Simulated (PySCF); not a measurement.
Gas-phase reaction: trisilylamine ⇌ NH₃ + 3 SiH₂

Method: PySCF energies plus ideal-gas RRHO corrections (1 bar). † marks an energy on the PBE0/def2-TZVP geometry and frequencies; other levels use their own. 6-31G* has spherical d functions here. All species are closed-shell singlets. B3LYP is the form with VWN-RPA correlation. The harmonic model lacks anharmonicity and excited electronic states, which grow with temperature; levels with a mode under 35 cm⁻¹ are left out. Internal rotation in trisilylamine is treated as a harmonic vibration of one conformer, which makes the entropy rough.

```json
[
 {"level": "B3LYP/def2-TZVP†", "ΔE electronic, kJ": "812", "ΔH°(298 K), kJ": "795", "ΔS°(298 K), J/K": "448", "ΔG°(1600 K), kJ": "111"},
 {"level": "BLYP/def2-TZVP†", "ΔE electronic, kJ": "764", "ΔH°(298 K), kJ": "747", "ΔS°(298 K), J/K": "448", "ΔG°(1600 K), kJ": "63"},
 {"level": "HF/6-31G*", "ΔE electronic, kJ": "803", "ΔH°(298 K), kJ": "783", "ΔS°(298 K), J/K": "458", "ΔG°(1600 K), kJ": "78"},
 {"level": "HF/def2-TZVP†", "ΔE electronic, kJ": "830", "ΔH°(298 K), kJ": "813", "ΔS°(298 K), J/K": "448", "ΔG°(1600 K), kJ": "129"},
 {"level": "M06-2X/def2-TZVP†", "ΔE electronic, kJ": "874", "ΔH°(298 K), kJ": "856", "ΔS°(298 K), J/K": "448", "ΔG°(1600 K), kJ": "172"},
 {"level": "PBE/def2-SVP", "ΔE electronic, kJ": "830", "ΔH°(298 K), kJ": "812", "ΔS°(298 K), J/K": "439", "ΔG°(1600 K), kJ": "147"},
 {"level": "r2SCAN/def2-TZVP†", "ΔE electronic, kJ": "914", "ΔH°(298 K), kJ": "897", "ΔS°(298 K), J/K": "448", "ΔG°(1600 K), kJ": "213"},
 {"level": "LDA/def2-TZVP†", "ΔE electronic, kJ": "939", "ΔH°(298 K), kJ": "921", "ΔS°(298 K), J/K": "448", "ΔG°(1600 K), kJ": "237"},
 {"level": "ωB97M-V/def2-TZVP†", "ΔE electronic, kJ": "853", "ΔH°(298 K), kJ": "835", "ΔS°(298 K), J/K": "448", "ΔG°(1600 K), kJ": "151"}
]
```
ΔH° is lowest at BLYP/def2-TZVP† and highest at LDA/def2-TZVP†. No reference value is set beside these.
